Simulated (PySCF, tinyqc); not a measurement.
Inside a calculation. Method: G0W0 on RHF in the sto-3g basis, for CH2, spin multiplicity 1. The lowest restricted solution is unstable here: a spin-polarised one lies 0.0372 hartree lower (PySCF). One step of it, computed by the program tinyqc.

Problem. Screening: direct RPA. With D = e_a - e_i and K = (ia|jb): diagonalise D^(1/2) (D + 4K) D^(1/2) = Z w^2 Z^T; X + Y = D^(1/2) Z w^(-1/2), each column of Z with its largest component positive (the first on a tie); E_c = (sum w - tr (D + 2K)) / 2.

orbital energies (hartree): MO1 -10.991469, MO2 -0.800729, MO3 -0.512805, MO4 -0.280210, MO5 0.237797, MO6 0.572862, MO7 0.704982

Two-electron integrals over orbitals (pq|rs), unique and non-zero (hartree):
```
(11|11) 3.507250    (21|11) -0.292193   (21|21) 0.038808    (22|11) 0.713918
(22|21) -0.007425   (22|22) 0.540403    (31|31) 0.007242    (32|31) 0.012783
(32|32) 0.143750    (33|11) 0.595606    (33|21) -0.002471   (33|22) 0.507080
(33|33) 0.517520    (41|11) 0.159894    (41|21) -0.018117   (41|22) 0.014319
(41|33) 0.006024    (41|41) 0.026329    (42|11) -0.084151   (42|21) 0.007258
(42|22) 0.022898    (42|33) 0.020289    (42|41) 0.013699    (42|42) 0.077129
(43|31) -0.002353   (43|32) 0.024096    (43|43) 0.032342    (44|11) 0.806691
(44|21) -0.012971   (44|22) 0.500105    (44|33) 0.461873    (44|41) -0.012076
(44|42) -0.085401   (44|44) 0.663865    (51|51) 0.021704    (52|51) 0.023596
(52|52) 0.090579    (53|53) 0.019547    (54|51) -0.012771   (54|52) -0.038199
(54|54) 0.050342    (55|11) 0.851990    (55|21) -0.009320   (55|22) 0.543079
(55|33) 0.477978    (55|41) 0.004612    (55|42) -0.044814   (55|44) 0.581165
(55|55) 0.672833    (61|11) -0.222882   (61|21) 0.031866    (61|22) -0.000123
(61|33) 0.000514    (61|41) -0.004994   (61|42) 0.014537    (61|44) -0.019013
(61|55) -0.005970   (61|61) 0.031695    (62|11) 0.243647    (62|21) -0.005656
(62|22) 0.081679    (62|33) 0.024241    (62|41) 0.014462    (62|42) 0.001152
(62|44) 0.076416    (62|55) 0.124643    (62|61) 0.001996    (62|62) 0.097280
(63|31) 0.001205    (63|32) -0.071436   (63|43) -0.029376   (63|63) 0.086797
(64|11) 0.106738    (64|21) 0.000121    (64|22) 0.035988    (64|33) 0.005206
(64|41) 0.004072    (64|42) -0.004843   (64|44) 0.057678    (64|55) 0.051528
(64|61) 0.002540    (64|62) 0.050164    (64|64) 0.034831    (65|51) 0.016586
(65|52) 0.056179    (65|54) -0.012800   (65|65) 0.043633    (66|11) 0.675804
(66|21) -0.005696   (66|22) 0.526060    (66|33) 0.505934    (66|41) 0.021296
(66|42) 0.055881    (66|44) 0.450413    (66|55) 0.495679    (66|61) 0.005967
(66|62) 0.057069    (66|64) 0.022549    (66|66) 0.561868    (71|31) 0.012523
(71|32) 0.020073    (71|43) -0.004323   (71|63) 0.001781    (71|71) 0.021766
(72|31) 0.008967    (72|32) 0.001841    (72|43) -0.030519   (72|63) 0.046253
(72|71) 0.014475    (72|72) 0.054180    (73|11) 0.253638    (73|21) -0.005909
(73|22) 0.060388    (73|33) 0.028491    (73|41) -0.000704   (73|42) -0.055417
(73|44) 0.123919    (73|55) 0.128168    (73|61) -0.006390   (73|62) 0.075250
(73|64) 0.042213    (73|66) 0.006234    (73|73) 0.117490    (74|31) -0.008304
(74|32) -0.069484   (74|43) 0.008067    (74|63) 0.039618    (74|71) -0.013983
(74|72) -0.009286   (74|74) 0.060251    (75|53) 0.018566    (75|75) 0.022571
(76|31) 0.008699    (76|32) 0.113121    (76|43) 0.035439    (76|63) -0.079967
(76|71) 0.013922    (76|72) -0.024132   (76|74) -0.051323   (76|76) 0.114855
(77|11) 0.750752    (77|21) -0.009256   (77|22) 0.516468    (77|33) 0.517684
(77|41) 0.003648    (77|42) -0.012891   (77|44) 0.524747    (77|55) 0.526913
(77|61) -0.007216   (77|62) 0.043512    (77|64) 0.015502    (77|66) 0.511608
(77|73) 0.067834    (77|77) 0.560090
```

Give: D^(1/2) (D + 4K) D^(1/2); excitation energies w; X + Y; RPA correlation energy.

Solution.

D^(1/2) (D + 4K) D^(1/2) (hartree^2):
```
          1>5       1>6       1>7      2>5     2>6      2>7     3>5     3>6
1>5  127.0713    0.0000    0.0000   0.3223  0.0000   0.0000  0.0000  0.0000
1>6    0.0000  135.1999    0.0000   0.0000  0.0318   0.0000  0.0000  0.0000
1>7    0.0000    0.0000  137.8253   0.0000  0.0000   0.2430  0.0000  0.0254
2>5    0.3223    0.0000    0.0000   1.4548  0.0000   0.0000  0.0000  0.0000
2>6    0.0000    0.0318    0.0000   0.0000  2.4212   0.0000  0.0000  0.0000
2>7    0.0000    0.0000    0.2430   0.0000  0.0000   2.5935  0.0000  0.2365
3>5    0.0000    0.0000    0.0000   0.0000  0.0000   0.0000  0.6221  0.0000
3>6    0.0000    0.0000    0.0254   0.0000  0.0000   0.2365  0.0000  1.5556
3>7    0.0000   -0.0959    0.0000   0.0000  0.3893   0.0000  0.0000  0.0000
4>5   -0.1232    0.0000    0.0000  -0.1121  0.0000   0.0000  0.0000  0.0000
4>6    0.0000    0.0319    0.0000   0.0000  0.2172   0.0000  0.0000  0.0000
4>7    0.0000    0.0000   -0.1899   0.0000  0.0000  -0.0452  0.0000  0.1639

         3>7      4>5     4>6      4>7
1>5   0.0000  -0.1232  0.0000   0.0000
1>6  -0.0959   0.0000  0.0319   0.0000
1>7   0.0000   0.0000  0.0000  -0.1899
2>5   0.0000  -0.1121  0.0000   0.0000
2>6   0.3893   0.0000  0.2172   0.0000
2>7   0.0000   0.0000  0.0000  -0.0452
3>5   0.0000   0.0000  0.0000   0.0000
3>6   0.0000   0.0000  0.0000   0.1639
3>7   2.0553   0.0000  0.1721   0.0000
4>5   0.0000   0.3726  0.0000   0.0000
4>6   0.1721   0.0000  0.8466   0.0000
4>7   0.0000   0.0000  0.0000   1.2080
```

excitation energies w (hartree): [0.6009, 0.7887, 0.8972, 1.0633, 1.2105, 1.2575, 1.3449, 1.6262, 1.6460, 11.2726, 11.6276, 11.7399]

X + Y:
```
          1       2        3        4        5        6        7        8
1>5  0.0031  0.0000   0.0000   0.0000  -0.0081   0.0000   0.0000   0.0000
1>6  0.0000  0.0000  -0.0010   0.0000   0.0000   0.0000   0.0021   0.0000
1>7  0.0000  0.0000   0.0000   0.0039   0.0000   0.0023   0.0000  -0.0048
2>5  0.1337  0.0000   0.0000   0.0000   0.9214   0.0000   0.0000   0.0000
2>6  0.0000  0.0000  -0.1339   0.0000   0.0000   0.0000  -0.5490   0.0000
2>7  0.0000  0.0000   0.0000   0.1108   0.0000  -0.2077   0.0000   0.9405
3>5  0.0000  0.9755   0.0000   0.0000   0.0000   0.0000   0.0000   0.0000
3>6  0.0000  0.0000   0.0000  -0.4072   0.0000   0.8274   0.0000   0.1727
3>7  0.0000  0.0000  -0.1193   0.0000   0.0000   0.0000   0.7985   0.0000
4>5  0.9236  0.0000   0.0000   0.0000  -0.0665   0.0000   0.0000   0.0000
4>6  0.0000  0.0000   0.9642   0.0000   0.0000   0.0000   0.0219   0.0000
4>7  0.0000  0.0000   0.0000   0.8764   0.0000   0.3661   0.0000  -0.0050

          9       10       11       12
1>5  0.0000   0.9981   0.0000   0.0000
1>6  0.0004   0.0000   0.9973   0.0000
1>7  0.0000   0.0000   0.0000   0.9981
2>5  0.0000   0.0008   0.0000   0.0000
2>6  0.7606   0.0000   0.0001   0.0000
2>7  0.0000   0.0000   0.0000   0.0006
3>5  0.0000   0.0000   0.0000   0.0000
3>6  0.0000   0.0000   0.0000   0.0001
3>7  0.4595   0.0000  -0.0002   0.0000
4>5  0.0000  -0.0002   0.0000   0.0000
4>6  0.1054   0.0000   0.0001   0.0000
4>7  0.0000   0.0000   0.0000  -0.0004
```

RPA correlation energy = -0.057859 hartree
